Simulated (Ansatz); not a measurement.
We consider 1T (CdI2-type) SnSe2, described by PBE-D3(BJ)+SOC (Ansatz, a quantum-chemistry and plane-wave program, plane waves, PAW).

Settings: plane-wave cutoff 520 eV, 12×12×6 k mesh (along the axes of the cell as run), Fermi–Dirac smearing 0.01 eV, PAW data made under PBE.

Starting structure:

```
SnSe2
1.0
    3.81000     0.00000     0.00000
   -1.90500     3.29956     0.00000
    0.00000     0.00000     6.14000
Sn Se
1 2
Direct
  0.00000   0.00000   0.00000
  0.33333   0.66667   0.25000
  0.66667   0.33333   0.75000
```

Q: Into what structure does the relaxation of cell and atoms lead at this level, with the symmetry of the start kept?

A: The volume drops by 0.6 %; final space group P-3m1.
```
SnSe2
1.0
    3.84070     0.00000     0.00000
   -1.92035     3.32614     0.00000
    0.00000     0.00000     6.00794
Sn Se
1 2
Direct
  0.00000   0.00000   0.00000
  0.33333   0.66667   0.26525
  0.66667   0.33333   0.73475
```
